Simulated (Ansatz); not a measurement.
Run this with Ansatz 0.2.0, Python API and show what comes out.

`methods_c4h3n.py`:
```python
"""C4H3N at several levels of theory."""

from pathlib import Path

import ansatz as az
import numpy as np
from rdkit import Chem
from rdkit.Chem import AllChem

# start geometry from RDKit
rd = Chem.AddHs(Chem.MolFromSmiles("CC#CC#N"))
AllChem.EmbedMolecule(rd, randomSeed=112)
AllChem.UFFOptimizeMolecule(rd)
system = az.Crystal.molecule()
for atom, xyz in zip(rd.GetAtoms(), rd.GetConformer().GetPositions()):
    system = system.atom(atom.GetSymbol(), xyz.round(5).tolist())

calculation = system.calculation().basis(gaussian="cc-pVDZ")

print("functional    E (Ha)        dipole (D)   HOMO (eV)  LUMO (eV)")
for name in ["pbe", "blyp", "hf", "lda", "hse06"]:
    rep = calculation.functional(name).forces().orbitals().run(threads=1, pin="off", runs_dir="runs").report
    lines = Path(rep["orbitals_path"]).read_text().splitlines()
    field_of = lambda key: [line.split("=")[1].strip() for line in lines if line.startswith(key)]
    orbitals = [(27.211386 * float(e), s, float(n)) for e, s, n in zip(field_of("Ene="), field_of("Spin="), field_of("Occup="))]
    homo = max(e for e, _, n in orbitals if n > 0.5)
    lumo = min(e for e, _, n in orbitals if n < 0.5)
    dipole = 4.803205 * np.linalg.norm(rep["charge_distribution"]["dipole_moment_e_ang"])
    print(f"{name:10s} {rep['free_energy_ev'] / 27.211386246:14.6f} {dipole:9.3f} {homo:11.3f} {lumo:10.3f}")
```

`python methods_c4h3n.py` gives:
```text
functional    E (Ha)        dipole (D)   HOMO (eV)  LUMO (eV)
pbe           -208.649524     4.934      -7.030     -1.756
blyp          -208.841106     4.862      -6.816     -1.559
hf            -207.612732     5.235     -10.997      3.074
lda           -207.021223     5.071      -7.189     -1.958
hse06         -208.647577     5.039      -7.882     -1.220
```

What to keep in mind:
- Total energies depend on the basis set; only differences at equal settings carry meaning.
- The geometry is a force-field or estimated start, not a minimum of this method, and the basis set is short of its limit. A lower total doesn't mark the better method: functionals have no common bound, and MP2 and coupled cluster aren't variational.
- Levels such as HOMO and LUMO are orbital energies: with these approximate functionals they aren't the ionisation energy and electron affinity, and their gap isn't the fundamental gap.
- hse06 follows the composition of plane-wave codes, whose totals differ by tens of mHa, up to about 0.1 Ha, from the form usual in Gaussian-basis programs (wpbeh).
- Wall time of the script: 8.5 s on 1 thread of Arm Neoverse V2 (shared host), peak memory 0.26 GiB.
